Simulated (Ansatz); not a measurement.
Cost and result for the atomization energy of `CC1(O)NCS1` (13 atoms, 13 bonds).

Z-matrix (Å, degrees):
```
C
C 1 1.508
H 1 1.090 2 110.6
H 1 1.090 2 110.3 3 -120.4
H 1 1.094 2 109.2 3 120.7
O 2 1.376 1 107.5 3 178.6
N 2 1.456 1 116.2 3 -53.0
S 2 1.872 1 113.3 3 49.3
H 6 0.964 2 106.7 1 171.7
C 7 1.457 2 99.8 1 99.9
H 7 1.014 2 114.3 1 -23.9
H 10 1.091 7 114.0 2 134.4
H 10 1.095 7 114.7 2 -98.0
```

The species carries charge 0 and has multiplicity 1. Geometry: relaxed with PBE0-D4/def2-TZVP. It is one conformer, not always the lowest. Program: Ansatz. All runs use 2 threads of an AMD EPYC 7R13 on a shared host and a share of an NVIDIA H100 80 GB. Times are those of one run each, without the atoms' runs, and a repeat can differ threefold. Electronic energies, without spin–orbit coupling; frozen cores. CCSD(T)/CBS adds CCSD(T) − MP2 in def2-TZVPP to the MP2 limit, and its time is that of the two runs behind it. T1 = 0.012. B3LYP takes the VWN-RPA correlation (the form of Gaussian; ORCA's B3LYP/G).

CCSD(T)/CBS is a level of theory with its own doubt, some kJ/mol a heavy atom from the limit and from the frozen cores, so smaller differences don't rank the functionals.

```
                             level  functions  wall time  atomization (kJ/mol)  difference from CCSD(T)/CBS  per bond
                PBE0-D4/def2-TZVPP        295      1.8 s                5041.5                         47.9       3.7
   PBE-D4/def2-TZVPP (with forces)        295        2 s                5163.7                        170.1      13.1
                ωB97X-V/def2-TZVPP        295      2.2 s                5019.6                         26.0       2.0
 B3LYP-D4/def2-TZVPP (with forces)        295      2.6 s                4988.8                         -4.8      -0.4
                 B2PLYP/def2-TZVPP        295      2.9 s                4929.8                        -63.8      -4.9
r2SCAN-D4/def2-TZVPP (with forces)        295      2.9 s                5005.4                         11.8       0.9
  ωB97M-V/def2-TZVPP (with forces)        295      3.3 s                5025.1                         31.5       2.4
                    MP2/def2-QZVPP        565      3.5 s                5038.8                         45.2       3.5
                CCSD(T)/def2-TZVPP        295      4.3 s                4846.8                       -146.8     -11.3
                 CCSD(T)/CBS(def2)          –      7.8 s                4993.6                          0.0       0.0
```

The D4 term adds +49.8 kJ/mol with B3LYP and +25.9 kJ/mol with PBE0; it sums over pairs of atoms, weighted by their polarisabilities, and B3LYP, whose exchange is more repulsive, gets the larger term. In def2-TZVPP, CCSD(T) changes the Hartree–Fock value by +1418.3 kJ/mol (the triples alone add +94.7 kJ/mol) and MP2 by +1524.0 kJ/mol; breaking electron pairs costs correlation energy, which Hartree–Fock lacks. From PBE to PBE0 (25 % exact exchange), in def2-TZVPP and without D4, the atomization energy moves by −117.1 kJ/mol: exact exchange takes away binding that semilocal exchange gives to molecules.
